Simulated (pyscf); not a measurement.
PySCF, gas phase, ωB97X-D3(BJ)/def2-SVP geometries. Correlated levels are frozen-core, on RHF or UHF. ΔMP2 is the change of the MP2 total energy from the triple- to the quadruple-zeta basis.

Q: For the elementary gas-phase step H₃C–SiH₂–OH (SMILES C[SiH2]O) -> O=SiH₂ (SMILES O=[SiH2]) + CH₄ (SMILES C) (singlet surface; C–Si, H–O broken, C–H formed), what barrier and reaction energy does CCSD(T)/def2-TZVPP + ΔMP2(QZVPP) give, measured from the reactant's lowest minimum found?

A: ΔE‡ = 70.0 kcal/mol, ΔE = +44.0 kcal/mol. Zero-point energy shifts the barrier by -2.9 kcal/mol. It is an elimination, with an imaginary mode of 1587i cm⁻¹. At the saddle there is also a short H–Si contact that neither side keeps. One saddle was located; it need not be the lowest between these sides. The CCSD(T) − MP2 part came from Ansatz, without density fitting, on the same reference.
